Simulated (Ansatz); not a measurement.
A nudged elastic band was laid between two geometries of C₂H₄N (7 atoms, charge 0, multiplicity 2).

Level of theory: UKS PBE0/def2-SVP (Ansatz 0.2.0).

```yaml
movable_images: 9
climbing_image: yes
spring: 5.0 eV/Å²
optimiser: lbfgs
start_path: through a guess of the saddle point
force_threshold: 0.05 eV/Å
iteration_limit: 60
end_points: relaxed
largest_step: 0.02 Å
```

Initial state:

```xyz
7
Properties=species:S:1:pos:R:3
C -0.915 0.322 -0.413
C 0.338 0.080 0.167
N 0.826 -1.133 0.238
H -1.489 -0.519 -0.812
H -1.329 1.330 -0.475
H 0.885 0.958 0.558
H 1.745 -1.106 0.692
```

Final state:

```xyz
7
Properties=species:S:1:pos:R:3
C -0.779 0.249 -0.356
C 0.479 0.283 0.265
N 1.263 -0.736 0.507
H -1.207 -0.698 -0.698
H -1.360 1.161 -0.514
H 0.854 1.268 0.586
H 0.811 -1.595 0.166
```

Task: Which bonds break or form, and what moves?

Result: No bond is made or broken. The dihedral C1–C2–N3–H7 goes from 180 to 0°.

Task: Give the energies along the band, and the barrier.

Result: It converged. The highest image is number 5 of 0 to 10, 17.3 kcal/mol above the first end and 16.8 kcal/mol above the last; the last end lies 0.5 kcal/mol above the first. Another band between the same ends (9 images) ends at a top of the same energy, where a vibrational analysis finds 1 clearly imaginary mode.

```tsv
image	path coordinate (Å)	energy (kcal/mol)	dihedral C1–C2–N3–H7 (°)
0	0.00	0.0	180
1	0.23	1.4	-166
2	0.45	5.7	-148
3	0.67	11.7	-128
4	0.88	16.0	-110
5	1.09	17.3	-91
6	1.30	16.3	-73
7	1.51	12.5	-52
8	1.74	6.1	-28
9	1.97	1.6	-8
10	2.21	0.5	0
```

Task: What is the geometry of the highest image?

Result: 
```xyz
7
Properties=species:S:1:pos:R:3
C -0.867 0.284 -0.351
C 0.407 0.208 0.052
N 1.234 -0.903 0.011
H -1.397 -0.596 -0.724
H -1.398 1.236 -0.325
H 0.928 1.122 0.391
H 1.154 -1.420 0.899
```

Run time: 9.5 min on 1 thread of Intel(R) Xeon(R) 6975P-C (Granite Rapids), with other jobs on the host, peak memory 0.16 GiB.
